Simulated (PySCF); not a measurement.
A mixed set of molecules. Method used: TDDFT B3LYP/def2-SVPD, vertical, gas phase, core orbitals frozen in the response (PySCF). Geometries: GFN2-xTB; one conformer of each isolated species. Triplets are in the Tamm–Dancoff approximation. 'Strongest' means the level of largest summed f among the lowest 8 singlets; it needn't be the same kind of state in each.

Question: Rank by computed LUMO energy, lowest first.
A. `O=Cc1cc(Cl)ccp1`
B. `C#CC(=C)[C@@H](F)C#N`
C. `[C-]#[O+]`
D. `O=CC/C=C\[SiH2][SiH3]`

Answer: A (-2.96 eV), B (-1.86 eV), D (-1.61 eV), C (-1.09 eV).

```
               SMILES  LUMO (eV)  T1 (eV)  strongest (eV)  HOMO (eV)  S1 (eV)  f (strongest)      S1 mainly
      O=Cc1cc(Cl)ccp1      -2.96     2.66            5.38      -7.21     3.24           0.52    H-1→L (94%)
 C#CC(=C)[C@@H](F)C#N      -1.86     3.51            5.49      -7.63     5.34           0.16    H-1→L (93%)
O=CC/C=C\[SiH2][SiH3]      -1.61     3.53            5.56      -7.18     4.14           0.21      H→L (74%)
            [C-]#[O+]      -1.09     5.96            8.46     -10.50     8.46           0.16  H→L/L+1 (97%)
```

H and L stand for HOMO and LUMO. A slash joins orbitals within 0.01 eV of each other, whose weights are summed (≥ marks a lower bound).
